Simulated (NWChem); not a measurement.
**HNO3 (nitric acid) at 6 levels**

Aim: a comparison of 6 runs (HF/STO-3G, HF/3-21G, PBE0/def2-SVPD, B3LYP/6-31G*, MP2/def2-SVPD, CCSD(T)/def2-SVPD) of HNO3 (nitric acid). 

The results are computed with NWChem 7.3.0.

7 further runs of the same task are left out: 2 that didn't finish, 5 set aside as unsound or not needed. Runs told in other sessions of the task aren't counted.

## Step 1: Starting point

HNO3: 5 atoms, total charge 0, spin state singlet. SMILES: `O=[N+]([O-])O`. The N2–O3 distance was set to 2.161 Å, away from the relaxed value. At this shape a bond of the SMILES string is far longer than usual.

Bond lengths: O1–N2 1.186 Å, N2–O4 1.385 Å, O4–H5 0.970 Å. Angles: O1–N2–O4 114.2°, N2–O4–H5 103.1°. A long bond or contact: N2–O3 2.161 Å.

## Step 2: The energy at HF/STO-3G (run 1)

hno3.nw reads:

```
start hno3
memory total 2200 mb
geometry units angstrom noautosym nocenter noautoz
  O        1.997491       0.359581       0.814292
  N        0.932711       0.395651       0.293982
  O       -0.596440      -1.123960       0.141450
  O        0.635541       1.608331      -0.306168
  H       -0.250819       1.461921      -0.672378
end
basis spherical bse
  * library STO-3G
end
scf
  thresh 1e-08
  maxiter 80
end
task scf energy
```

On the command line:

```sh
nwchem hno3.nw > hno3.out
```

Output:

```text
[...]
  functions       =    21
[...]
  wavefunction    = RHF
[...]
         Total SCF energy =   -275.584556041100
      One-electron energy =   -595.024355178278
      Two-electron energy =    212.083143431112
 Nuclear repulsion energy =    107.356655706066
        Time for solution =      0.9s
[...]
```

It took 1.4 s on 1 thread of Intel Xeon 6975P-C (Granite Rapids), shared host; peak memory 0.1 GiB.

## Step 3: A single-point energy at HF/3-21G (run 2)

hno3.nw reads:

```
start hno3
title "HNO3 hf"
memory total 2200 mb

geometry noautosym nocenter noautoz
O     1.997491    0.359581    0.814292
N     0.932711    0.395651    0.293982
O    -0.596440   -1.123960    0.141450
O     0.635541    1.608331   -0.306168
H    -0.250819    1.461921   -0.672378
end

basis spherical bse
O library 3-21G
N library 3-21G
H library 3-21G
end

scf
thresh 1e-08
maxiter 80
end

task scf energy
```

On the command line:

```sh
nwchem hno3.nw > hno3.out
```

Output:

```text
[...]
  functions       =    38
[...]
  wavefunction    = RHF
[...]
         Total SCF energy =   -277.750995310256
      One-electron energy =   -595.006378315404
      Two-electron energy =    209.898727299082
 Nuclear repulsion energy =    107.356655706066
        Time for solution =      0.6s
[...]
```

Wall time 1.1 s (1 thread of Intel Xeon 6975P-C (Granite Rapids), shared host); peak memory 0.1 GiB.

Runs 3 to 4 aren't shown in full; the table further down has their settings and results.

## Step 4: A single-point energy at MP2/def2-SVPD (run 5)

m1.nw reads:

```
echo
start m1
title "HNO3"
memory stack 880 mb heap 220 mb global 1100 mb

geometry units angstrom noautosym nocenter noautoz
  O     1.997491    0.359581    0.814292
  N     0.932711    0.395651    0.293982
  O    -0.596440   -1.123960    0.141450
  O     0.635541    1.608331   -0.306168
  H    -0.250819    1.461921   -0.672378
end

basis spherical bse
  * library def2-SVPD
end

scf
  thresh 1e-08
  maxiter 80
end

mp2
  freeze core 4
  tight
end

task mp2
```

On the command line:

```sh
nwchem m1.nw > m1.out
```

Output:

```text
[...]
  functions       =    97
[...]
  wavefunction    = RHF
[...]
         Total SCF energy =   -279.099817506865
      One-electron energy =   -596.391879247725
      Two-electron energy =    209.935406034794
 Nuclear repulsion energy =    107.356655706066
        Time for solution =     14.8s
[...]
          Total MP2 energy          -279.811906412270
[...]
```

It took 17 s on 1 thread of Intel Xeon 6975P-C (Granite Rapids), shared host; peak memory 0.27 GiB.

## Step 5: The energy at CCSD(T)/def2-SVPD (run 6)

mol.nw reads:

```
START mol
memory stack 880 mb heap 220 mb global 1100 mb

GEOMETRY units angstrom noautosym nocenter noautoz
   O     1.997491    0.359581    0.814292
   N     0.932711    0.395651    0.293982
   O    -0.596440   -1.123960    0.141450
   O     0.635541    1.608331   -0.306168
   H    -0.250819    1.461921   -0.672378
END

BASIS spherical bse
   * library def2-SVPD
END

SCF
   thresh 1e-08
   maxiter 80
   noprint "final vectors analysis"
END

CCSD
   freeze core 4
   maxiter 60
END

TASK ccsd(t) energy
```

On the command line:

```sh
nwchem mol.nw > mol.out
```

Output:

```text
[...]
  functions       =    97
[...]
  wavefunction    = RHF
[...]
         Total SCF energy =   -279.099817506865
      One-electron energy =   -596.391879247725
      Two-electron energy =    209.935406034794
 Nuclear repulsion energy =    107.356655706066
        Time for solution =     14.8s
[...]
 Total MP2 energy:           -279.811906412269366
[...]
             energy      energy      error      ampl     ampl      Block
                                                time     time      time
[...]
 Total CCSD energy:           -279.846387827313833
[...]
 Total CCSD+T(CCSD) energy:           -279.884704186450392
[...]
 Total CCSD(T) energy:                -279.880471915114128
[...]
```

It took 4 min on 1 thread of Intel Xeon 6975P-C (Granite Rapids), shared host; peak memory 0.33 GiB.

## Step 6: All runs side by side

```
run                               level  iteration cap   module  energy (Eh)  HOMO energy (eV)  LUMO energy (eV)  HOMO–LUMO gap (eV)  wall time
  1                           HF/STO-3G             80      scf  -275.584556             -9.66              5.70               15.36      1.4 s
  2                            HF/3-21G             80      scf  -277.750995            -12.78              2.10               14.88      1.1 s
  3                      PBE0/def2-SVPD            100      dft  -280.223086                 –                 –                   –       14 s
  4  B3LYP/6-31G* (Cartesian functions)            100      dft  -280.708002             -7.52             -4.65                2.86       13 s
  5                       MP2/def2-SVPD             80      mp2  -279.811906            -13.39              0.45               13.84       17 s
  6                   CCSD(T)/def2-SVPD             80  ccsd(t)  -279.880472                 –                 –                   –      4 min
```

## Step 7: Summary of results

```
                                          quantity          value
                               run 6: total energy  -279.88047 Eh
run 6: correlation energy (4 core orbitals frozen)     -780.7 mEh
                             run 6: (T) correction     -34.08 mEh
```

What this shows: Over runs 1, 2, 4 the dipole moment (its size) runs from 1.51 D (HF/STO-3G) to 2.67 D (B3LYP/6-31G*). The two ends differ in method and basis. Over runs 1, 2, 4 the HOMO–LUMO gap runs from 2.86 eV (B3LYP/6-31G*) to 15.36 eV (HF/STO-3G). Totals of different functionals can't be ranked against each other. In run 1 the basis is minimal, so the values are rough. In all runs a closed-shell determinant meets a far-stretched bond; if it breaks into open shells, such a determinant describes it badly, and no broken-symmetry solution was shown. All runs together took 4.8 min, the longest 4 min.
